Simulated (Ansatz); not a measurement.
**AlSiH₃+ (quartet): wave-function methods side by side, cc-pVDZ**

How much of the correlation energy of AlSiH₃+ (quartet) does each wave-function method recover here?

The runs use Ansatz 0.2.0, Gaussian basis; cc-pVDZ, core rule «outside noble gas», up to 10 orbitals frozen.

To be run: UHF; CCSD(T) on ROHF; CCSD(T) on UHF; BCCD(T) on ROHF; CISD; CCSDT(Q) on ROHF; CCSDT(Q) on UHF.

32 further runs of the same task are left out: 6 for a known fault of the program, 11 that didn't finish, 15 set aside as unsound or not needed.

**1. What is computed**

The geometry is a PBE0/def2-TZVP stationary point (not a proven minimum) of the parent state, kept for this charge and spin.

5 atoms, charge 1, spin multiplicity 4.

Atoms are counted from 1 here; the program's logs count them from 0.

Bond lengths: Si1–Al2 2.389 Å, Si1–H3 1.498 Å, Al2–H4 1.587 Å, Al2–H5 1.583 Å. Angles: Al2–Si1–H3 124.9°, Si1–Al2–H4 119.4°, Si1–Al2–H5 117.5°, H4–Al2–H5 123.1°.

**2. UHF**

Input file in.yaml:

```yaml
crystal:
  periodic: [false, false, false]
  atoms:
    - {symbol: Si, position_ang: [0.000000, -0.088069, 1.200716]}
    - {symbol: Al, position_ang: [0.000000, 0.045214, -1.184371]}
    - {symbol: H, position_ang: [0.000000, 1.090439, 2.125646]}
    - {symbol: H, position_ang: [0.000000, 1.468638, -1.885604]}
    - {symbol: H, position_ang: [0.000000, -1.315430, -1.992670]}
basis:
  gaussian: {orbitals: cc-pVDZ}
total_charge: 1
magnetization: {spin_polarized: true, initial_magnetization: 3}
hamiltonian: {xc: hf}
output: {orbitals: {seedname: orbitals}}
```

Started as:

```bash
$ ansatz run in.yaml --threads 1 --pin off --events-out ev --progress --plain --max-ram 2393MiB
```

After this run come: CCSD(T) on ROHF; CCSD(T) on UHF; BCCD(T) on ROHF; CISD; CCSDT(Q) on ROHF; CCSDT(Q) on UHF.

Before running them: what should the planned runs give, taken together? Wanted: UCCSDT(Q) below the RHF energy; RMP2 from UCCSDT(Q); UMP2 from UCCSDT(Q); RCCSD from UCCSDT(Q); RCCSD(T) from UCCSDT(Q); UCCSD(T) from UCCSDT(Q); RCCSDT(Q) from UCCSDT(Q); T1 diagnostic.

The runs gave:

| quantity | value |
| --- | --- |
| UCCSDT(Q) below the RHF energy | -4.2909 eV |
| RMP2 from UCCSDT(Q) | +28.01 kcal/mol |
| UMP2 from UCCSDT(Q) | +27.63 kcal/mol |
| RCCSD from UCCSDT(Q) | +3.60 kcal/mol |
| RCCSD(T) from UCCSDT(Q) | +1.03 kcal/mol |
| UCCSD(T) from UCCSDT(Q) | +1.04 kcal/mol |
| RCCSDT(Q) from UCCSDT(Q) | +0.02 kcal/mol |
| levels within 1 kcal/mol (43 meV) | RCCSDT, UCCSDT, RCCSDT(Q) |
| T1 diagnostic | 0.040 |

What this shows: RCCSD(T) misses by +1.03 kcal/mol, 1.0 % of the correlation energy. These misses are within one basis, not against nature; the frozen cores of restricted and unrestricted runs differ, which can shift their rows.
